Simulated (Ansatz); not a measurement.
A nudged elastic band was laid between two geometries of AlH7SSi (10 atoms, charge 0, multiplicity 1).

Level of theory: RKS revPBE-D4/def2-SVP (Ansatz 0.2.0).

- movable images: 7
- climbing image: yes
- spring: 5.0 eV/Å²
- optimiser: quadratic models (default)
- start path: through a guess of the saddle point
- force threshold: 0.5 eV/Å
- iteration limit: 60
- end points: relaxed

Initial state:

```xyz
10
Properties=species:S:1:pos:R:3
Al -0.209 -1.381 -0.131
Si 1.423 0.460 -0.359
H -0.952 -1.921 -1.452
H -0.186 -2.280 1.203
H -1.888 1.192 -0.292
S -2.105 0.219 0.639
H 0.891 1.516 -1.313
H 1.592 1.189 0.962
H 2.814 0.117 -0.838
H -1.379 0.888 1.582
```

Final state:

```xyz
10
Properties=species:S:1:pos:R:3
Al -0.955 -1.130 0.130
Si 1.443 0.902 -0.571
H -0.937 -1.738 -1.345
H 0.198 -1.391 1.212
H -0.064 0.678 -0.464
S -2.877 -0.236 0.795
H 1.629 1.998 -1.579
H 1.936 1.307 0.784
H 2.072 -0.377 -1.032
H -2.446 -0.013 2.069
```

Problem. What changes between the two ends?

Solution. Bonds broken: Al1–Si2, H5–S6. Bonds formed: Si2–H5. AlH7SSi becomes AlH3S + H4Si.

Problem. What energy profile does the band end with?

Solution. The forces met the threshold. The highest image is number 4 of 0 to 8, 0.55 eV above the first end and 1.11 eV above the last; the last end lies 0.55 eV below the first. The threshold of 0.5 eV/Å is loose, so the images may lie well off the minimum-energy path. The order of the stationary point at the top wasn't checked. The orbitals stay closed-shell, which can raise the energy where a bond breaks towards radicals; this wasn't checked here.

```
image  path coordinate (Å)  energy (eV)  Al1–Si2 (Å)  H5–S6 (Å)  Si2–H5 (Å)
    0                 0.00         0.00         2.47       1.36        3.39
    1                 0.56         0.01         2.47       1.36        3.32
    2                 1.12         0.11         2.47       1.37        2.85
    3                 1.68         0.35         2.48       1.41        2.39
    4                 2.25         0.55         2.60       1.69        1.94
    5                 2.81        -0.06         2.88       2.25        1.59
    6                 3.37        -0.44         3.12       2.72        1.52
    7                 3.94        -0.53         3.21       3.00        1.52
    8                 4.50        -0.55         3.22       3.21        1.53
```

Problem. What is the geometry of the highest image?

Solution. 
```xyz
10
Properties=species:S:1:pos:R:3:forces:R:3
Al -0.493 -1.233 -0.016 -0.15 -0.20 0.03
Si 1.218 0.684 -0.386 0.14 -0.05 0.01
H -0.842 -1.863 -1.442 0.08 0.01 0.02
H -0.030 -1.952 1.338 0.05 0.03 -0.07
H -0.696 0.607 -0.091 0.12 -0.01 -0.03
S -2.295 0.305 0.367 -0.13 0.14 0.10
H 1.008 1.913 -1.227 -0.01 0.02 -0.03
H 1.806 1.097 0.943 -0.01 0.01 -0.07
H 2.218 -0.202 -1.113 -0.04 0.09 0.06
H -1.894 0.644 1.628 -0.05 -0.04 -0.03
```

Run time: 49 s on 2 threads of Arm Neoverse V1, with other jobs on the host, peak memory 0.13 GiB.
